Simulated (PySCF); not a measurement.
Run record: geometry optimisation, `FC1(CF)CC1`.

Computed with PBE0-D3(BJ)/def2-SVP geometry optimisation, gas phase (PySCF 2.14.0). Start geometry: GFN2-xTB. The input is one job of a driver script: a line of settings, then coordinates in Å.

Command:
```bash
OMP_NUM_THREADS=1 python probes_run.py task.json out
```

Input:
```
{"job": {"xc": "PBE0", "basis": "def2-SVP", "d3": "d3bj", "grid": 1, "shake": 0.01, "kind": "geom"}, "charge": 0, "multiplicity": 1}
F      1.503790     0.730540    -1.173670
C      1.465930     0.200710     0.071240
C      0.041720    -0.195080     0.451190
F      0.105450    -0.741500     1.714710
C     -1.136750     0.606960     0.065660
C     -0.916350    -0.746740    -0.525230
H      2.139610    -0.672820     0.055680
H      1.881540     0.960620     0.763440
H     -0.974410     1.487710    -0.523470
H     -1.919740     0.719910     0.820050
H     -0.609140    -0.821880    -1.544420
H     -1.541950    -1.556700    -0.184200
```

Q: Estimate the output.

A: 
```
step   0  E = -355.04167904  max force = 0.025724
step   1  E = -355.04345862  max force = 0.007406
step   2  E = -355.04448209  max force = 0.004051
step   3  E = -355.04478154  max force = 0.002050
step   4  E = -355.04482014  max force = 0.001067
step   5  E = -355.04484171  max force = 0.000721
step   6  E = -355.04485313  max force = 0.000721
step   7  E = -355.04486231  max force = 0.000851
step   8  E = -355.04487131  max force = 0.000637
step   9  E = -355.04488082  max force = 0.000900
step  10  E = -355.04488707  max force = 0.000669
step  11  E = -355.04488948  max force = 0.000294
optimisation converged
```

Energies in Eh; «max force» is the largest Cartesian gradient component in Eh/bohr.

Q: Give the first gradient maximum in eV/Å.

A: With 1 Eh/bohr = 51.422 eV/Å, 1.323 eV/Å.

Summary of the converged run: final energy -355.04489 Eh after 11 steps; dipole 0.13 D.

Q: Estimate the wall time. Hardware: an Arm Neoverse N1 with one thread, shared host with 64 logical CPUs at a one-minute load of 60. And the peak memory of the process?

A: About 87 s, with 0.48 GiB resident at the peak, the Python interpreter and its libraries included.
Labels such as C1 count atoms from 1, the log's own numbers from 0.
